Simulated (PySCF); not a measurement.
Compound: CS.
InChI=1S/CS/c1-2

The calculation used B3LYP/def2-TZVP geometry optimisation, gas phase in PySCF 2.14.0.

Take the most abundant isotopes and a rigid rotor. 

**Question.** What are the moment of inertia and the rotational constant?

**Answer.** I = 20.473 u·Å², B = 505379 MHz·u·Å²/I = 24685 MHz (0.8234 cm⁻¹, or 1.185 K as hB/k). For two atoms I = μr² with μ = 8.7252 u and r = 1.5318 Å.

**Question.** List the first levels of a rigid rotor in a Σ state.

**Answer.** E(J) = BJ(J+1): J = 1: 1.647, J = 2: 4.940, J = 3: 9.881, J = 4: 16.468, J = 5: 24.702, J = 6: 34.582 cm⁻¹.

**Question.** Where do the first rotational lines fall?

**Answer.** The dipole is 1.94 D; J+1 ← J lies at 2B(J+1): 1 ← 0 at 49.37 GHz, 2 ← 1 at 98.74 GHz, 3 ← 2 at 148.11 GHz, 4 ← 3 at 197.48 GHz, 5 ← 4 at 246.85 GHz, 6 ← 5 at 296.22 GHz.

**Question.** Estimate the classical rotational partition function at 10 K, 100 K and 200 K.

**Answer.** Point group C∞v, symmetry number σ = 1; q = kT/(σhB), k/h = 20836.6 MHz/K: 8.4 at 10 K, 84.4 at 100 K, 169 at 200 K.

No frequency check. Constants of a rigid frame at the computed geometry: no zero-point averaging, no centrifugal distortion.
